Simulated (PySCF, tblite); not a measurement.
One entry of a table of gas-phase calculations, keyed by method. Lists by class give the value and the number of equivalent atoms.

```json
{
 "formula": "H3SSi",
 "smiles": "[SiH2]S",
 "charge": 0,
 "multiplicity": 2,
 "geometry_level": "GFN2-xTB",
 "atoms_angstrom": [
  ["Si", -0.673, 0.042, -0.551],
  ["S", 1.212, -0.663, 0.207],
  ["H", -0.849, 1.44, -0.19],
  ["H", -1.668, -0.872, -0.028],
  ["H", 1.987, 0.056, -0.594]
 ],
 "electronic_structure_code": "PySCF",
 "results": {
  "GFN2-xTB geometry": {
   "point_group": "C1",
   "rotational_constants_GHz": [92.873, 6.587, 6.334]
  },
  "GFN2-xTB harmonic vibrations, gas phase": {
   "strongest_ir_bands_cm-1_km_per_mol_modes": [
    [555.5, 68.5, 1],
    [699.7, 101.9, 1],
    [742.9, 152.4, 1],
    [2317.7, 236.2, 1],
    [2377.0, 264.2, 1],
    [2451.5, 117.4, 1]
   ],
   "zpe_kcal_per_mol": 14.7
  },
  "UKS B3LYP, pcH-1 on H S Si, non-relativistic, mean-field spin-orbit, GIAO": {
   "g_iso": 2.00545,
   "g_tensor": [2.00188, 2.00433, 2.01015],
   "s2": 0.752,
   "a_iso_by_class_MHz": [
    ["29Si", -516.3, 1],
    ["1H", 64.5, 2],
    ["1H", 19.3, 1],
    ["33S", 2.7, 1]
   ],
   "spin_populations_mulliken_by_atom": [0.86, 0.1, 0.04, 0.0, 0.0]
  }
 }
}
```

The rotational constants make it an asymmetric top with κ = (2B − A − C)/(A − C) = -0.99, nearer the prolate limit (−1). ⟨S²⟩ is 0.002 above the pure-spin value S(S + 1) = 0.75. g_iso is shifted by about +3130 ppm from the free-electron value 2.002319; the principal values span 0.0083. The zero-point energy, half the sum of the 9 harmonic wavenumbers, equals 5140 cm⁻¹ or 62 kJ/mol. At 9.50 GHz, hν = g·μB·B₀ (B₀ the magnetic field) puts the centre of the isotropic spectrum, to first order, at 338.5 mT.

 In GFN2-xTB open shells enter through the occupations alone, without spin polarisation, so single modes can be far off. Hyperfine couplings depend on the geometry, which wasn't re-optimised at a DFT level. Couplings of like nuclei are plain means over topologically equivalent atoms, as if these changed places fast (by rotation of a methyl-like group, say); in this geometry the members of some sets differ.

One conformer stands for the species.
